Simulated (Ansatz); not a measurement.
# One arrangement of a pair

The pair of CH$_{4}$ (SMILES C, atoms 1–5) and SiH$_{3}$Cl (SMILES [SiH3]Cl, atoms 6–10), both closed shells, in one local arrangement (a lower one may exist), relaxed at PBE0-D4/def2-TZVP:

| atom | x (Å) | y (Å) | z (Å) |
| --- | --- | --- | --- |
| C1 | 0.1057 | -0.0636 | -1.9242 |
| H2 | 0.7933 | -0.6576 | -1.3224 |
| H3 | 0.2804 | 0.9957 | -1.7371 |
| H4 | -0.9217 | -0.3159 | -1.6617 |
| H5 | 0.2708 | -0.2765 | -2.9798 |
| Si6 | -0.2107 | 0.1389 | 1.9327 |
| Cl7 | 1.4535 | -1.0566 | 1.7827 |
| H8 | 0.0657 | 1.4200 | 1.2446 |
| H9 | -0.4856 | 0.3734 | 3.3690 |
| H10 | -1.3514 | -0.5577 | 1.2963 |

Ansatz 0.2.0; basis: def2-TZVPPD, with def2-QZVPPD for the basis limit; cores frozen in the correlated methods. B3LYP uses VWN-RPA correlation. Extrapolation: Hartree–Fock as exp(−7.88 √X), correlation as X^−2.97. Interaction energies count from these two fragments, frozen as in the pair, with the counterpoise correction; negative means bound.

Problem. What is the interaction energy by CCSD(T) at an estimated basis limit (MP2 extrapolated from triple and quadruple zeta, plus CCSD(T) − MP2 in triple zeta)? (An estimate is asked for; the value comes from the calculation.)

Solution. By the calculation: -4.3 kJ/mol. Hartree–Fock alone gives 2.5 kJ/mol at the basis limit, so without correlation the pair would not bind at this distance. It counts from the two fragments frozen as in the pair.

The same quantity by other methods in triple zeta, and each one's difference from that estimate:
```csv
method,E_int (kJ/mol),difference
PBE-D4,-5.4,-1.1
revPBE-D4,-4.7,-0.4
BLYP-D4,-4.0,0.3
r2SCAN-D4,-3.9,0.4
B97M-V,-4.1,0.2
PBE0-D4,-5.0,-0.6
B3LYP-D4,-4.5,-0.2
HSE06-D4,-4.9,-0.6
wB97X-V,-4.4,-0.1
wB97M-V,-4.1,0.2
B2PLYP,-0.4,4.0
HF,2.5,6.9
MP2,-3.6,0.7
CCSD,-2.7,1.6
CCSD(T),-3.6,0.8
```
Differences are method less estimate.

Basis-set superposition shift (counterpoise-corrected less uncorrected): CCSD(T) 1.6; MP2 1.6; HF 0.3; PBE0-D4 0.3; wB97M-V 0.3 kJ/mol.

The T1 diagnostic stays at or below 0.009.

For scale, one of the runs: CCSD(T)/def2-TZVPPD, 255 basis functions, launched by `ansatz run in.yaml --threads 4 --pin off --events-out ev --progress --plain --max-ram 9574MiB`. Time: 44 s of wall clock on 4 CPU threads of an Intel Xeon Platinum 8488C; the host was shared. Peak host memory: 5.3 GiB.
